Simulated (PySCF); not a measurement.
C3H11P3.
Atom-mapped SMILES: `[CH3:1][P:2]([PH2:3])[CH2:4][CH2:5][PH2:6]` (hydrogens: H7, H8, H9 on C1; H10, H11 on P3; H12, H13 on C4; H14, H15 on C5; H16, H17 on P6)

Cartesian coordinates in Å at the PBE0-D3(BJ)/def2-SVP level; atoms count from 1:
```
atom  x, y, z in Å
C1    -1.593    1.341   -0.467
P2    -1.102   -0.438   -0.655
P3    -2.405   -1.248    0.974
C4     0.486   -0.430    0.333
C5     1.630    0.225   -0.428
P6     3.300    0.217    0.401
H7    -2.617    1.479   -0.847
H8    -0.930    1.964   -1.088
H9    -1.546    1.695    0.575
H10   -2.073   -2.614    0.709
H11   -3.575   -1.305    0.153
H12    0.735   -1.484    0.544
H13    0.331    0.063    1.309
H14    1.408    1.284   -0.643
H15    1.768   -0.255   -1.412
H16    3.297   -1.160    0.788
H17    2.857    0.657    1.689
```

Computed with PySCF at CAM-B3LYP/def2-SVPD, non-relativistic, on one gas-phase PBE0-D3(BJ)/def2-SVP geometry that isn't relaxed in the solvent. The solvent is an IEF-PCM continuum (cavity from Bondi-type radii × 1.2), and excitations are vertical TDDFT with non-equilibrium linear response and a frozen core. Only the electrostatic response of the medium enters.

Gas-phase singlets (H = HOMO, L = LUMO):

| state | E (eV) | λ (nm) | f | leading configurations |
| --- | --- | --- | --- | --- |
| S1 | 5.455 | 227 | 0.167 | H→L 84%, H→L+1 9% |
| S2 | 5.957 | 208 | 0.040 | H→L+3 54%, H→L+4 15% |
| S3 | 6.103 | 203 | 0.047 | H→L+2 55%, H→L+3 24% |
| S4 | 6.242 | 199 | 0.018 | H→L+4 45%, H→L+1 19% |
| S5 | 6.323 | 196 | 0.033 | H-1→L 47%, H-1→L+1 28% |

Task: What are the lowest 5 singlets in dichloromethane (ε = 8.93)?

Result: 
```json
{"state": "S1", "E (eV)": "5.427", "λ (nm)": "228", "f": "0.273", "leading configurations": "H→L 88%", "change by rank (eV)": "-0.028"}
{"state": "S2", "E (eV)": "6.094", "λ (nm)": "203", "f": "0.061", "leading configurations": "H→L+3 63%, H→L+4 15%", "change by rank (eV)": "+0.137"}
{"state": "S3", "E (eV)": "6.195", "λ (nm)": "200", "f": "0.044", "leading configurations": "H→L+2 69%, H→L+1 13%", "change by rank (eV)": "+0.092"}
{"state": "S4", "E (eV)": "6.291", "λ (nm)": "197", "f": "0.034", "leading configurations": "H→L+4 52%, H→L+1 15%", "change by rank (eV)": "+0.049"}
{"state": "S5", "E (eV)": "6.407", "λ (nm)": "194", "f": "0.053", "leading configurations": "H-1→L 44%, H-1→L+1 32%", "change by rank (eV)": "+0.084"}
```

Task: How do the frontier levels move from gas to dichloromethane?

Result: 
```tsv
orbital	gas (eV)	solvent (eV)	change (eV)	Löwdin shares, gas	Löwdin shares, solvent
LUMO+2	1.44	1.65	+0.21	P3 18 %, C1 16 %, P2 12 %, H11 9 %	P3 24 %, H11 13 %, C1 11 %, P2 11 %
LUMO+1	1.31	1.51	+0.20	P6 20 %, P3 16 %, P2 13 %, C5 9 %	P6 23 %, P3 14 %, P2 10 %, C5 9 %
LUMO	0.76	0.94	+0.18	P3 24 %, P2 17 %, P6 10 %, C1 8 %	P3 29 %, P2 22 %, P6 8 %, C1 7 %
HOMO	-7.63	-7.57	+0.06	P2 47 %, P3 29 %, C4 7 %, C1 7 %	P2 48 %, P3 29 %, C4 7 %, C1 7 %
HOMO-1	-8.49	-8.39	+0.10	P6 58 %, C5 10 %, C4 7 %, H16 6 %	P6 57 %, C5 10 %, C4 7 %, H16 6 %
HOMO-2	-9.80	-9.68	+0.12	P3 39 %, P2 24 %, C4 7 %, C1 6 %	P3 38 %, P2 23 %, C4 7 %, C1 6 %
HOMO-3	-10.35	-10.15	+0.20	P3 30 %, P2 15 %, P6 10 %, C5 8 %	P3 31 %, P2 14 %, P6 11 %, C5 8 %
```

The HOMO–LUMO gap goes from 8.39 to 8.51 eV.
